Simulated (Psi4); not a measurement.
Psi4 input (wB97X-D/6-31G*):

```
memory 1500 MB

molecule {
-1 1
C     0.00050689   -0.00132078    0.55496514
F    -0.01645668    1.26857246   -0.12029224
F     1.10642385   -0.61968926   -0.12581178
F    -1.09030510   -0.64800268   -0.12387274
symmetry c1
no_reorient
no_com
}

set {
  basis 6-31G*
  reference rks
  scf_type pk
  dft_radial_points 99
  dft_spherical_points 590
  e_convergence 1e-8
  d_convergence 1e-7
  maxiter 150
}

e = energy('wb97x-d')
print_out(f'\nFINAL {e:.10f} DIPOLE {variable("CURRENT DIPOLE")[0]:.6f} {variable("CURRENT DIPOLE")[1]:.6f} {variable("CURRENT DIPOLE")[2]:.6f}\n')
```

Q: Predict the final energy.

A: -337.48411 Eh.
